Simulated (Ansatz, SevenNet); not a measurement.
**How well does each level of theory give the lattice constant a of 2H MoTe₂?**

Reference value: 3.518 Å (measured, 300 K, not corrected to a static lattice; as tabulated in arXiv:1605.07067).

| level (code) | value (Å) |
|---|---|
| SevenNet-0 | 3.557 |
| LDA (Ansatz) | 3.473 |
| PBE (Ansatz) | 3.557 |
| rVV10 (Ansatz) | 3.598 |
| HSE06-D3(BJ) (Ansatz) | [?] |

Problem. Fill in the missing entries.

Solution. 
- HSE06-D3(BJ) (Ansatz, a first-principles code), value (Å): 3.438

Differences against the reference: SevenNet-0 +1.11 %, LDA -1.28 %, PBE +1.11 %, rVV10 +2.27 %, HSE06-D3(BJ) -2.27 %.

Leaving aside SevenNet-0 (doubt noted below): The reference is not for a static lattice or low temperature, so close values are not ranked against it. Off by more than 1.25 %, or 1.75 % on the side where a correction would as a rule narrow the miss (bounds picked here): rVV10 (+2.27 %), HSE06-D3(BJ) (-2.27 %).

The reference isn't brought to a static lattice, while the calculations are for one, so the differences are not the levels' errors alone.  SevenNet-0: the cell has another shape than the first-principles one, perhaps another minimum in the same group. LDA: LDA has no dispersion term either, though it tends to give short spacings of layers, chains or molecules. PBE: for a layered or molecular solid the relaxed cell lies over 5 % above the published volume, where the minimum can be shallow. PBE: the cell comes from a level without a dispersion term, which matters for the spacing of layers, chains or molecules. Cutoffs and k meshes differ between the levels. Ansatz's density-functional and Hartree–Fock values are scalar-relativistic unless marked +SOC, with PAW data made under PBE.

Machine-learned potentials (SevenNet-0) are trained on DFT data: a solid inside that data is no test of them.

Differences are worked out from the printed values.
